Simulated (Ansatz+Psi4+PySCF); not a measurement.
Two shapes of singlet H₂O.

Shape 1:

```xyz
3

O     0.0000    0.0000    0.1193
H     0.0000    1.1449   -0.7752
H     0.0000   -0.7632   -0.4770
```

Shape 2:

```xyz
3

O     0.0000    0.0000    0.1193
H     0.0000    1.5265   -1.0734
H     0.0000   -0.7632   -0.4770
```

Basis set: cc-pVTZ (spherical functions). Correlated methods keep 1 orbital frozen. Charge 0, multiplicity 1.

Computed with Ansatz (development build ahead of 0.2.0) and Psi4 1.11; each method stands on the lowest determinant of its kind that the runs found.

(1) Which shape is lower in energy, and by how much in each method?

Answers

(1)

| method | E(2) − E(1) (eV) |
| --- | --- |
| RHF | 2.984 |
| UHF | 0.779 |
| UHF-MP2 | 1.881 |
| UHF-CCSD | 2.140 |
| UHF-CCSD(T) | 2.134 |

Shape 1 is lower. Caution for RHF: an unrestricted determinant lies well below. Caution for UHF, UHF-MP2, UHF-CCSD, UHF-CCSD(T): the unrestricted determinant is a mixture of spin states. Caution for UHF-MP2, UHF-CCSD, UHF-CCSD(T): large amplitudes, a single reference is doubtful; a plain start can end on a higher determinant. Caution for UHF-MP2, UHF-CCSD(T): another reference gives a lower total.
